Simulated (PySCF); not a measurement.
## Level of theory and bond dissociation enthalpies: hydrogen peroxide

Structure: `OO` (H2O2). Non-hydrogen atoms are numbered in `[OH:1][OH:2]`.

All levels share the PBE0-D3(BJ)/def2-SVP structures and the PBE0-D3(BJ)/def2-SVP thermal terms; only the single-point energies (PySCF) change. Values are bond dissociation enthalpies (298 K, kJ/mol).

```jsonl
{"level": "HF/jun-cc-pV(T+d)Z", "O1–O2": "-24", "O1–H": "238", "mean abs. error": "181.4", "time": "0.82 s"}
{"level": "CCSD(T)/jun-cc-pV(T+d)Z", "O1–O2": "193", "O1–H": "359", "mean abs. error": "11.9", "time": "120 s"}
{"level": "M06-2X/def2-TZVP", "O1–O2": "209", "O1–H": "353", "mean abs. error": "6.7", "time": "–"}
{"level": "MP2/jun-cc-pV(T+d)Z", "O1–O2": "226", "O1–H": "377", "mean abs. error": "13.5", "time": "3.6 s"}
{"level": "ATcT 1.112", "O1–O2": "210", "O1–H": "366", "mean abs. error": "", "time": ""}
```

Times are wall times for all single points of a level on 1 thread of Arm Neoverse V1, a shared host; the dash marks the run that also made the structures.

Hartree-Fock leaves out electron correlation, so its bond energies come out too low, often by 100 kJ/mol or more.

The widest spread is that of O1–O2: 250 kJ/mol, from -24 to 226.
